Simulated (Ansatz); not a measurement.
in.yaml

```yaml
crystal:
  periodic: [false, false, false]
  atoms:
    - {symbol: As, position_ang: [0.000000, 0.000000, 0.000000]}
    - {symbol: Mg, position_ang: [0.000000, 0.000000, 2.601600]}
basis:
  gaussian: {orbitals: cc-pVDZ, fitting: {mean_field: def2-universal-jkfit}}
magnetization: {spin_polarized: false, initial_magnetization: 3}
correlation: {method: sc_nevpt2, electrons: outside_noble_gas, active_space: {window: {electrons: 7, orbitals: 6}}}
output: {forces: true}
```

```sh
$ ansatz run in.yaml --threads 1 --pin off --events-out ev --progress --plain --max-ram 2393MiB
```

Log:

```
378 factors; integrals over basis functions are off by at most 2.8e-1 eV
mean field evaluation 1: about -66226.0106 eV, gradient 3.9e0 eV
mean field evaluation 2: about -66226.2356 eV, gradient 1.7e0 eV
mean field evaluation 4: about -66226.3437 eV, gradient 7.0e-1 eV
mean field evaluation 8: about -66226.3892 eV, gradient 1.5e-6 eV
mean field -66226.38919082 eV, -2433.7749129037 hartree, gradient 1.5e-6 eV, S^2 3.750000; 2 other end points of the search recorded, 0 dependent functions left out
reference -66226.38919082 eV, -2433.7749129037 hartree; 24, 21 occupied and 21, 24 virtual orbitals, 378 factors
state -66226.77585786 eV, -2433.7891226552 hartree
state -66226.77585786 eV, -2433.7891226552 hartree; corrected -66228.67125362 eV, -2433.8587771648 hartree
the calculation of the forces begins
Total energy: -66228.67125362 eV, -2433.8587771648 hartree
Atom 0 at     0.000000     0.000000     0.000000 Å, force    -0.000000     0.000000    -0.619538 eV/Å
Atom 1 at     0.000000     0.000000     2.601600 Å, force     0.000000    -0.000000     0.619538 eV/Å
Dipole moment:    -0.000000    -0.000000     0.246098 e Å
```

Natural occupations: 1.9934 1.9778 1.0014 1.0000 1.0000 0.0273.

Forces (eV/Å):
```
As   0.000  0.000 -0.620
Mg   0.000  0.000  0.620
```

Ran on 1 thread of Arm Neoverse V1, shared host: 2 s wall, 0.08 GiB peak host memory.
